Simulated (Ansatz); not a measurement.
# Other spins and charges of HSi–AsH, quartet at one geometry

Geometry (PBE0/def2-TZVP stationary point for this spin, not checked as a minimum):

```xyz
4

Si    0.0000   -0.1255    1.7465
As    0.0000    0.0508   -0.6765
H     0.0000    1.1822    2.4746
H     0.0000   -1.4642   -0.8530
```

Basis cc-pVTZ; Ansatz 0.2.0. Only valence electrons are correlated (noble-gas cores and the filled d shells of p-block atoms frozen). Prefix R: restricted or restricted open-shell reference; prefix U: unrestricted. Active spaces: valence = (11e, 10o) chosen from the atoms' valence shells. No spin–orbit coupling is included, and no scalar relativity.

Gaps are energies of the second state less the first, at fixed atoms, for a selection of the levels run; each method lands on the state that its own search finds for that charge and spin.

Removing an electron, to the triplet: 7.036 eV at UCCSDT(Q).

| level | gap (eV) | error (meV) |
| --- | --- | --- |
| UCCSD | 7.056 | 20 |
| BCCD(T) | 7.047 | 11 |
| CASSCF (valence space) | 6.224 | -812 |
| NEVPT2 (valence space) | 6.815 | -221 |
| MRCISD (valence space) | 6.865 | -171 |
| MRCISD+Q (valence space) | 6.989 | -47 |
| PBE | 6.996 | -40 |
| r2SCAN | 7.229 | 193 |
| B3LYP | 6.983 | -53 |
| wB97M-V | 6.885 | -151 |

Problem. PBE gives 10.212 eV for removing an electron, to the quintet. Estimate what UCCSDT(Q) gives in cc-pVTZ.

Solution. UCCSDT(Q) in cc-pVTZ gives 10.125 eV, so against it PBE is off by 0.087 eV.

| level | gap (eV) | error (meV) |
| --- | --- | --- |
| UHF | 9.068 | -1057 |
| UMP2 | 10.030 | -95 |
| UCCSD | 10.065 | -60 |
| UCCSD(T) | 10.122 | -3 |
| BCCD(T) | 10.128 | 3 |
| UCCSDT | 10.121 | -4 |
| CASSCF (valence space) | 9.051 | -1074 |
| NEVPT2 (valence space) | 9.946 | -179 |
| MRCISD (valence space) | 9.971 | -154 |
| MRCISD+Q (valence space) | 10.126 | 1 |
| r2SCAN | 10.232 | 107 |
| PBE0 | 10.221 | 96 |
| B3LYP | 10.339 | 214 |
| wB97M-V | 10.182 | 57 |
| B2PLYP | 10.205 | 80 |
| RPA-PBE | 10.354 | 229 |

Problem. PBE gives 5.573 eV for sextet less quartet. Estimate what UCCSDT(Q) gives in cc-pVTZ.

Solution. UCCSDT(Q) in cc-pVTZ gives 5.614 eV, so against it PBE is off by -0.041 eV.

| level | gap (eV) | error (meV) |
| --- | --- | --- |
| UHF | 5.149 | -465 |
| UMP2 | 5.616 | 2 |
| UCCSD | 5.609 | -5 |
| UCCSD(T) | 5.624 | 10 |
| BCCD(T) | 5.627 | 13 |
| UCCSDT | 5.613 | -1 |
| CASSCF (valence space) | 5.467 | -147 |
| NEVPT2 (valence space) | 5.645 | 31 |
| MRCISD (valence space) | 5.645 | 31 |
| MRCISD+Q (valence space) | 5.664 | 50 |
| r2SCAN | 5.589 | -25 |
| PBE0 | 5.611 | -3 |
| B3LYP | 5.815 | 201 |
| wB97M-V | 5.758 | 144 |
| B2PLYP | 5.801 | 187 |
| RPA-PBE | 5.662 | 48 |

Functionals correlate the shells that the reference freezes, so part of their error here is the reference's.

Full CI isn't at hand for all of this; UCCSDT(Q) serves as the reference, and is uncertain by about the last step of the cluster series. The frozen core follows each run's orbitals, which can shift R against U totals by a few meV for light atoms and by up to 0.1 eV past Ca.
